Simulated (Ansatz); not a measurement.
Relaxation of C₂H₅O (8 atoms, charge 0, multiplicity 2), to a largest force component of 0.03 eV/Å in at most 50 steps.

Level of theory: Ansatz 0.2.0, UKS PBE0-D4/def2-SVP.

```xyz
8
Properties=species:S:1:pos:R:3
H -0.517 -1.421 -0.364
C -0.165 -0.645 0.358
C 0.122 0.635 -0.420
O -0.815 -0.390 1.567
H 0.808 -1.060 0.719
H 0.622 1.376 0.221
H -0.816 1.078 -0.788
H 0.762 0.427 -1.292
```

Where does it end, and by what steps?

It converged. After 6 steps the energy has fallen by 0.154 eV; H1 moved furthest, 0.12 Å.

```csv
step,energy less start (eV),largest force component (eV/Å),accepted
0,0.0000,1.616,yes
1,-0.1314,0.659,yes
2,-0.1508,0.162,yes
3,-0.1429,0.492,no
4,-0.1529,0.056,yes
5,-0.1538,0.070,yes
6,-0.1541,0.026,yes
```

```xyz
8
Properties=species:S:1:pos:R:3
H -0.572 -1.418 -0.257
C -0.125 -0.613 0.375
C 0.134 0.651 -0.426
O -0.862 -0.466 1.497
H 0.835 -1.086 0.699
H 0.630 1.408 0.199
H -0.813 1.079 -0.789
H 0.773 0.445 -1.299
```

Whether the end is a true minimum wasn't checked by a vibrational analysis.

Run time: 9 s on 2 threads of Intel(R) Xeon(R) 6975P-C (Granite Rapids) (shared host), peak memory 0.17 GiB.
